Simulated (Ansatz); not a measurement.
Two isomers of C3H4O2: A = `O=CC1CO1`, B = `CC(=O)C=O`.

Gas-phase electronic energies from Ansatz, PBE0-D4/def2-TZVP geometries. CCSD(T)/CBS is the MP2 limit (def2-TZVPP, def2-QZVPP) plus CCSD(T) − MP2 in def2-TZVPP, frozen cores. DFT in def2-TZVPP. B3LYP here is the variant with VWN-RPA as its local correlation; programs differ in this. Each species was taken in one conformer, which may not be the lowest.

Problem. Which isomer does CCSD(T)/CBS put lower? Give the gap. (Best estimate.)

Solution. Computed: B, by 25.2 kcal/mol.

Problem. Give E(B) − E(A) in kcal/mol with PBE-D4, CCSD(T)/def2-TZVPP, PBE0-D4, B2PLYP, r2SCAN-D4, B3LYP, ωB97M-V. (Estimate.)

Solution. Ansatz gave: PBE-D4 -22.8, CCSD(T)/def2-TZVPP -25.5, PBE0-D4 -22.4, B2PLYP -26.3, r2SCAN-D4 -23.6, B3LYP -26.4, ωB97M-V -24.7. None reverses the order clearly.

Problem. Does the order hold for the free energy at 298.15 K (harmonic terms from PBE0-D4)? (Estimate.)

Solution. The calculation gave: Yes: G(B) − G(A) = -27.2 kcal/mol, for one conformer each.

Largest T1 diagnostic: 0.015.

In def2-TZVPP, CCSD(T) changes the Hartree–Fock value by +3.6 kcal/mol (the triples alone add +0.0 kcal/mol) and MP2 by +4.8 kcal/mol. At CCSD(T), def2-SVP lies −3.9 kcal/mol from the extrapolated value and def2-TZVPP −0.3 kcal/mol.
